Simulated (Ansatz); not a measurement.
**What each rung costs and misses: atomization of BCl3, singlet**

Geometry (MP2(full)/6-31G*, from the G2/97 set):

```tsv
atom	x (Å)	y (Å)	z (Å)
B	0.0000	0.0000	0.0000
Cl	0.0000	1.7354	0.0000
Cl	1.5029	-0.8677	0.0000
Cl	-1.5029	-0.8677	0.0000
```

Measured, as an electronic atomization energy: 322.7 kcal/mol (G2/97 heats of formation of molecule and atoms, with zero-point and thermal terms from B3LYP taken off; Curtiss et al., J. Chem. Phys. 106, 1063 (1997), Staroverov et al., J. Chem. Phys. 119, 12129 (2003)). The measured value holds scalar relativity and spin–orbit coupling, which all computed ones lack, and core correlation, which the wave-function levels lack. Atoms are taken at the same level; beside RHF, RMP2 and RCC rows they are unrestricted. Truncated CI is not size-consistent. The atoms' steps beyond CCSDT(Q) are taken from restricted open-shell runs, which share full CI's core. Ansatz 0.2.0; the 6-31G* set has Cartesian d functions; a miss is computed less measured; times are wall times on shared hosts and scatter by a factor of two or so.

| level | basis | miss (kcal/mol) | time of the run | hardware |
| --- | --- | --- | --- | --- |
| RHF | STO-3G | -39.1 | 0.35 s | 1 CPU thread |
| RMP2 | STO-3G | -10.9 | – | – |
| RCCSD(T) | STO-3G | -15.6 | 0.43 s | 1 CPU thread |
| RCCSDT(Q) | STO-3G | -15.3 | 2.1 s | 1 CPU thread |
| RCCSDTQ | STO-3G | -15.3 | 24 s | 1 CPU thread |
| r2SCAN | STO-3G | 56.2 | 1.1 s | 1 CPU thread |
| B3LYP | STO-3G | 36.2 | 0.53 s | 1 CPU thread |
| RHF | 6-31G | -126.0 | 0.73 s | 1 CPU thread |
| RMP2 | 6-31G | -74.6 | – | – |
| RCCSD(T) | 6-31G | -81.2 | 0.79 s | 1 CPU thread |
| RCCSDT(Q) | 6-31G | -81.0 | 14 s | 1 CPU thread |
| PBE | 6-31G | -19.9 | 0.85 s | 1 CPU thread |
| r2SCAN | 6-31G | -25.9 | 1.8 s | 1 CPU thread |
| B3LYP | 6-31G | -45.6 | 1 s | 1 CPU thread |
| wB97M-V | 6-31G | -34.0 | 3.5 s | 1 CPU thread |
| RHF | 6-31G* | -79.1 | 0.97 s | 1 CPU thread |
| RMP2 | 6-31G* | -3.9 | – | – |
| RCCSD(T) | 6-31G* | -19.0 | 1.5 s | 1 CPU thread |
| RCCSDT(Q) | 6-31G* | -18.7 | 6.5 s | H100 + 2 CPU threads |
| PBE | 6-31G* | 12.5 | 1.3 s | 1 CPU thread |
| r2SCAN | 6-31G* | 9.1 | 2.6 s | 1 CPU thread |
| B3LYP | 6-31G* | -9.5 | 1.8 s | 1 CPU thread |
| B2PLYP | 6-31G* | -8.6 | 2.5 s | 1 CPU thread |
| RHF | cc-pV(D+d)Z | -80.7 | 1.7 s | 1 CPU thread |
| RMP2 | cc-pV(D+d)Z | -5.2 | – | – |
| RCCSD(T) | cc-pV(D+d)Z | -24.1 | 3.3 s | 1 CPU thread |
| RCCSDT(Q) | cc-pV(D+d)Z | -23.8 | 13 s | H100 + 2 CPU threads |
| PBE | cc-pV(D+d)Z | 12.3 | 2.2 s | 1 CPU thread |
| B3LYP | cc-pV(D+d)Z | -10.3 | 2.8 s | 1 CPU thread |
| wB97M-V | cc-pV(D+d)Z | 5.7 | 7 s | 1 CPU thread |
| RCCSD(T) | cc-pV(T+d)Z | -10.8 | 9 s (with forces) | H100 + 2 CPU threads |
| PBE | cc-pV(T+d)Z | 12.8 | 6.5 s | H100 + 2 CPU threads |
| r2SCAN | cc-pV(T+d)Z | 9.7 | 6.5 s (with forces) | H100 + 2 CPU threads |
| wB97M-V | cc-pV(T+d)Z | 5.8 | 12 s (with forces) | H100 + 2 CPU threads |
| RHF | cc-pV(Q+d)Z | -78.3 | – | – |
| RMP2 | cc-pV(Q+d)Z | 16.4 | – | – |
| RCCSD(T) | cc-pV(Q+d)Z | -3.9 | 4.3 s | H100 + 2 CPU threads |
| B3LYP | cc-pV(Q+d)Z | -8.8 | 8 s | H100 + 2 CPU threads |
| wB97M-V | cc-pV(Q+d)Z | 6.0 | 10 s | H100 + 2 CPU threads |
| B2PLYP | cc-pV(Q+d)Z | -2.2 | 12 s | H100 + 2 CPU threads |

HF's time is that of a plain UHF run. A dash: the level came out of a higher level's run.

A composite of the best parts (restricted reference, at this geometry, which isn't the minimum of the high levels):

```
                                    part  kcal/mol
Hartree–Fock limit (T, Q; exp(−5.46 √X))    244.41
   CCSD(T) correlation limit (T, Q; X⁻³)     79.31
                    CCSDT − CCSD(T) (DZ)     -0.17
                                (Q) (DZ)      0.45
                                     sum     324.0
                       sum less measured       1.3
```
